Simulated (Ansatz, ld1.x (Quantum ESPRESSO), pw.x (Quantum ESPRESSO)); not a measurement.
**Equation-of-state test of one TM potential (H)**

ld1.x (Quantum ESPRESSO) 7.5 input, shortened:

```
&input
   title='H', zed=1., rel=1, dft='PBESOL', iswitch=3,
   config='1s1 2p-2'
 /
 &inputp
   pseudotype=2, tm=.true., lloc=0,
   nlcc=.false.
 /
2
2P  2  1  -2.00  -0.10  1.10  1.10  0.0
1S  1  0   1.00   0.00  1.30  1.30  0.0
 &test
   configts(1)='1s1'
 /
```

Crystal test: bcc H in pw.x 7.5, no spin, 18³ k-points, Fermi–Dirac smearing 0.01 Ry, cutoffs 45/180 Ry. The reference is all-electron LAPW (Ansatz 0.2.0) with the same functional, mesh and smearing; V0 and B0 come from Birch–Murnaghan fits to the pressures at five volumes. Errors are pseudo minus all-electron; Δ is the rms difference of the E(V) curves that follow from these fits, minima aligned, over ±6 % about the mean V0. Mesh and smearing are coarse, so the numbers serve the comparison and aren't converged zero-temperature values; the lattice is a test structure that the element need not adopt.

```
V (Å³/atom)  P all-electron (GPa)  P pseudo (GPa)
      2.828                  3.50            4.33
      2.903                  0.38            1.15
      2.977                 -2.42           -1.71
      3.051                 -4.93           -4.28
      3.126                 -7.19           -6.58
```

All-electron: a0 = 1.799 Å (V0 = 2.91 Å³/atom), B0 = 114.0 GPa.

Pseudopotential: mean pressure error (GPa): +0.71; a0 (Å): 1.803; a0 error (%): +0.22; B0 error (%): -0.1; Δ (meV/atom): 0.5.

Q: At the middle volume, how do free energy and pressure move when the wave cutoff is lowered (ecutrho kept at four times it)?

A:

| cutoff (Ry) | shift of F (meV/atom) | shift of P (GPa) |
| --- | --- | --- |
| 20 | +112.0 | -11.04 |
| 27 | +30.2 | -4.71 |
| 36 | +4.1 | -1.19 |

The run at the middle volume (195 k-points, 3 iterations) took about 1 s on one core of a shared host (Neoverse-V1, 64 threads, 495 GiB, load 24).
